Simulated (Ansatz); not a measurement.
Tetradymite Bi2Se3: interlayer binding energy by level of theory

No measured value is used here.

Q: Put these levels in order of the interlayer binding energy that they give for tetradymite Bi2Se3, smallest first: r²SCAN (Ansatz, a program for electronic structure), r²SCAN+rVV10 (Ansatz), r²SCAN-D4 (Ansatz).

A: r²SCAN (4.8 meV/Å²), r²SCAN-D4 (15.4 meV/Å²), r²SCAN+rVV10 (18.3 meV/Å²)

Unless a cell is named, each level is at its own relaxed cell (r²SCAN 30.25, r²SCAN-D4 29.31, r²SCAN+rVV10 29.04 Å³/atom).

Density-functional levels without +SOC have no spin–orbit coupling. r²SCAN: the cell comes from a level without a dispersion term, which matters for the spacing of layers, chains or molecules. Each level is taken at its own relaxed cell. Ansatz's density-functional and Hartree–Fock values are scalar-relativistic unless marked +SOC, with PAW data made under PBE.
